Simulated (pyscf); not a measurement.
Structures and frequencies: ωB97X-D3(BJ)/def2-SVP in PySCF. MP2 and CC: frozen core, UHF for open shells. ΔMP2 is the change of the MP2 total energy from the triple- to the quadruple-zeta basis.

**Question.** PBE/def2-TZVP puts the barrier of F–CH(F)–Cl + H• → F–CH₂–F + Cl• (substitution at C; doublet surface; C–Cl broken, C–H formed) at 29.3 kcal/mol and the reaction energy at -13.6 kcal/mol, from the separated reactants. What do PBE0-D3(BJ)/def2-TZVP, M06-2X/def2-TZVP, CCSD(T)/def2-TZVPP + ΔMP2(QZVPP) give on the same structures?

**Answer.** PBE0-D3(BJ): ΔE‡ = 35.1 kcal/mol, ΔE = -16.3 kcal/mol; M06-2X: ΔE‡ = 39.2 kcal/mol, ΔE = -18.7 kcal/mol; CCSD(T): ΔE‡ = 40.6 kcal/mol, ΔE = -21.3 kcal/mol. PBE's barrier lies under all of them, by 5.9 to 11.4 kcal/mol. Its reaction energy lies over all of them, by 2.7 to 7.7 kcal/mol. Low barriers are usual for a GGA, whose delocalisation error favours stretched bonds. The same reactants have a lower exit, to F–CH•–F + HCl (barrier +11.8 kcal/mol at ωB97M-D3(BJ), against +39.3 kcal/mol here). This is the saddle that the search found; another between the same sides may lie lower. The angle at the attacked C is 153°. The CCSD(T) − MP2 part came from Ansatz, without density fitting, on the same reference. A UHF reference is spin-contaminated (<S²> up to 0.86), which harms MP2 most. Left out: the spin-orbit lowering of Cl.
